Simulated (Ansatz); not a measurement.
The first iterations of a band of AlH5N (7 atoms, charge 0, multiplicity 2).

Level of theory: UKS BLYP-D4/def2-SVP in Ansatz 0.2.0.

| Quantity | Value |
| --- | --- |
| movable images | 5 |
| climbing image | yes |
| spring | 5.0 eV/Å² |
| optimiser | quadratic models (default) |
| start path | through a guess of the saddle point |
| force threshold | 0.05 eV/Å |
| iteration limit | 60 |
| end points | relaxed |

Initial state:

```xyz
7
Properties=species:S:1:pos:R:3
Al -0.011 -0.017 0.695
H 0.598 -1.530 1.228
H 1.172 0.815 0.007
H -1.461 -0.216 0.048
N -0.121 0.348 2.549
H -0.871 0.002 3.164
H 0.693 0.598 3.129
```

Final state:

```xyz
7
Properties=species:S:1:pos:R:3
Al -0.255 -0.194 0.238
H 0.942 -0.837 2.570
H 1.144 0.501 -0.193
H -1.561 0.763 0.297
N 0.116 -0.265 2.334
H -0.680 -0.651 2.865
H 0.293 0.683 2.708
```

| iteration | highest image above the first end (eV) | largest band force component (eV/Å) |
| --- | --- | --- |
| 1 | 4.053 | 26.379 |
| 2 | 1.795 | 3.452 |
| 3 | 1.439 | 1.862 |
| 4 | 1.285 | 1.483 |
| 5 | 1.172 | 1.605 |
| 6 | 1.024 | 1.072 |
| 7 | 0.964 | 0.805 |

Problem. Does the band converge within its limit, and where does its top end?

Solution. It converged. It ended after 22 iterations with the highest image 0.525 eV above the first end. A vibrational analysis at the climbing image gives one clearly imaginary mode, 1269i cm⁻¹: a first-order saddle point.

Time of the run: 100 s on 1 thread of Intel(R) Xeon(R) 6975P-C (Granite Rapids) (shared host), peak memory 0.14 GiB.
